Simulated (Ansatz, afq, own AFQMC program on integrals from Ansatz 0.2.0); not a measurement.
# Where AFQMC and coupled cluster stand for C$_{2}$, singlet

| atom | x (Å) | y (Å) | z (Å) |
| --- | --- | --- | --- |
| C | 0.0000 | 0.0000 | 0.0000 |
| C | 0.0000 | 0.0000 | 1.5220 |

Basis 6-31G. Noble-gas cores (and the filled d shells of Ga–Kr and In–Xe) are frozen. AFQMC by an in-house program on the Cholesky factors that Ansatz 0.2.0 writes for its CCSD(T) run. ph-AFQMC/CISD is guided by a CISD state made of CCSD amplitudes; releasing the constraint for a short imaginary time cuts its bias at the price of noise, slowly where states lie close. Uncertainties: one standard error, sampling alone.

Determinant: RHF, the one that the program's search chose, which needn't be the lowest solution. The geometry is a point of a scan.

Full CI on the same integrals is exact in this basis and with this determinant's frozen core.

Cautions: another spin lies lower; restricted determinant unstable towards unrestricted (UHF 4.02 eV lower, ⟨S²⟩ 2.36); the search met a lower determinant of the same kind, perhaps of another symmetry (2.14 eV lower), and this one is a saddle point; strong correlation (T1 0.051, weight of the determinant 0.72, largest double 0.25); (T) is large, 9 % of the CCSD correlation; (Q) is large, 149 meV, so the cluster series hasn't closed; CCSD(T) is in doubt: in a space of 8 electrons in 8 natural orbitals full CI lies 145 meV below it; the released energies are still falling, so no released level is given (meV from the phaseless value at times in 1/Eh: -64 ± 5 at 0.24, -113 ± 4 at 0.51, -184 ± 4 at 0.99, -238 ± 7 at 1.62, -266 ± 4 at 2.40); CCSDTQ on the UHF determinant differs (355 meV lower), perhaps since the unrestricted series falls towards higher spin.

The T1 diagnostic is 0.0514 and the weight of the determinant in the CISD state is 0.724. The size of the correlated space is 8 electrons in 16 orbitals.

| level | correlation energy (eV) |
| --- | --- |
| MP2 | -7.4400 |
| CCSD | -7.3693 |
| CCSD(T) | -8.0531 |

Estimate where full CI lies against CCSD(T) on the same integrals.

8.2 kJ/mol below CCSD(T).

Reference: full CI, correlation energy -8.138 eV. The cautions show a poor starting determinant, so the rows tell how each method copes with it here, and full CI is the sure value.

| level | E − E(reference) (kJ/mol) | share of correlation (%) |
| --- | --- | --- |
| CCSD(T) | 8.2 | 98.96 |
| CCSDT | 9.3 | 98.82 |
| CCSDT(Q) | -5.1 | 100.65 |
| CCSDTQ | 2.1 | 99.74 |
| ph-AFQMC/CISD | 38.5 ± 0.4 | 95.09 |

CCSDT and higher add their correlation energy to the determinant of the CCSD(T) run, since their own runs factorise the integrals more tightly (a shift of under 2 meV). A walk keeps the symmetry of its determinant, which the program's search chose and which needn't be the lowest solution, so a lower state of the same spin and another symmetry isn't excluded.
